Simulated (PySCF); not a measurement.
`O=CF`, CHFO

Geometry:
```tsv
atom	x (Å)	y (Å)	z (Å)
O1	-0.889	-0.851	-0.002
C2	-0.077	0.001	-0.005
F3	1.230	-0.239	-0.011
H4	-0.253	1.095	-0.004
```

Theory: GIAO B3LYP/pcseg-1 magnetisability, rotational g tensor and spin-rotation constants, non-relativistic, gas phase (PySCF 2.14.0). Geometry: PBE0-D3(BJ)/def2-SVP.

Problem. Give the nuclear spin-rotation constants along the inertial axes (H = +C I·J) beside the isotropic shieldings.

Solution. Rotational constants 92.4375, 11.8761, 10.5240 GHz. A star marks the isotopologue with that one atom substituted, in its own axes.
```csv
atom,isotope,Caa (kHz),Cbb (kHz),Ccc (kHz),mean (kHz),σ (ppm)
F3,19F,191.400,28.630,14.376,78.135,130.8
H4,1H,-8.751,0.892,-0.881,-2.913,23.8
O1,17O*,-59.496,-5.647,-1.087,-22.076,-106.6
C2,13C*,30.235,4.748,2.817,12.600,39.7
```
For the geometry as given, no vibrational averaging.
